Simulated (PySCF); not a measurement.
silicon monoxide cation (OSi), SMILES O=[Si] (connectivity only; charge and spin as stated), charge +1, multiplicity 2.

Geometry optimised at B3LYP-D3(BJ)/def2-TZVPD. The spin state was assumed, not searched.

Two levels are set side by side: PBE/def2-TZVPD (PySCF) and r2SCAN/def2-TZVPD (PySCF). Same geometry, gas phase. Differences are taken from unrounded values.

| quantity | r2SCAN | PBE | PBE minus r2SCAN |
|---|---|---|---|
| α-spin orbital gap (eV) | 6.07 | 5.59 | -0.49 |
| β-spin orbital gap (eV) | 1.69 | 1.05 | -0.64 |
| mean polarisability (bohr³) | 26.2 | 24.6 | -1.5 |

Rough cost on one machine, each run with all the roots and properties that it gave: r2SCAN against PBE about 4 times.
